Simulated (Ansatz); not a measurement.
Mulliken charges of C$_{2}$H$_{5}$Si (`[CH]=C[SiH3]`) radical from B3LYP/def2-TZVPP in Ansatz (PBE0-D4/def2-TZVP geometry).

```tsv
atom	x (Å)	y (Å)	z (Å)	charge (e)
C1	-1.221	0.232	-1.171	-0.170
C2	-0.101	0.518	-0.572	-0.206
Si3	0.552	-0.498	0.854	0.331
H4	-1.838	0.600	-1.980	0.145
H5	0.489	1.383	-0.904	0.096
H6	0.704	0.362	2.059	-0.068
H7	1.893	-1.045	0.513	-0.068
H8	-0.385	-1.610	1.145	-0.061
```

**Question.** By hand: the dipole of these point charges (1 e Å = 4.8032 D).

**Answer.** Σ q r = (0.038, 0.053, -0.019) e Å, of length 0.068 e Å = 0.33 D.

**Question.** How does the dipole of the full density compare? (Estimate.)

**Answer.** Computed: (0.016, 0.154, -0.127) e Å, 0.96 D; the point charges give 0.34 times that, at 35° from its direction.

Point charges leave out the atoms' own dipoles, such as those of lone pairs, and Mulliken's split depends on the basis, so the two needn't agree.

B3LYP here is the variant with VWN-RPA as its local correlation; programs differ in this.
